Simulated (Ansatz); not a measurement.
**A ladder of methods for SiH3O (SMILES [O][SiH3])**

The species is SiH3O (5 atoms), meant as a doublet with charge 0. As SMILES, `[O][SiH3]`. Geometry: relaxed at GFN2-xTB.

Each level gives the electronic atomisation energy (eV). The values are calculated. Electronic energies at fixed atoms, without zero-point motion or spin-orbit coupling.

```
            level                    kind  program  value (eV)  less FCI/STO-3G  CPU time (all runs)
 U-r2SCAN0/STO-3G         hybrid meta-GGA   Ansatz       16.81            +2.47                 16 s
   U-wB97X/STO-3G  range-separated hybrid   Ansatz       16.84            +2.50                 27 s
UCAM-B3LYP/STO-3G  range-separated hybrid   Ansatz       17.30            +2.96                4.7 s
   UB2PLYP/STO-3G           double hybrid   Ansatz       16.04            +1.70                4.7 s
      UMP2/STO-3G     perturbation theory   Ansatz       13.80            -0.54               0.33 s
     UCCSD/STO-3G   coupled cluster or CI   Ansatz       14.29            -0.05               0.47 s
   UCCSDTQ/STO-3G   coupled cluster or CI   Ansatz       14.34             0.00                 35 s
       FCI/STO-3G      exact in the basis   Ansatz       14.34             0.00                  2 s
```

FCI/STO-3G is exact within its basis and frozen core, so for wave-function methods in that basis the difference is their error; functionals converge differently with the basis, so for them it is only a difference. The values span 13.80 to 17.30 eV. All rows use very small basis sets, so none should be taken for the real molecule's value. Times are those of the runs behind each value, whatever else they computed, on shared processors of several kinds: orders of magnitude only.
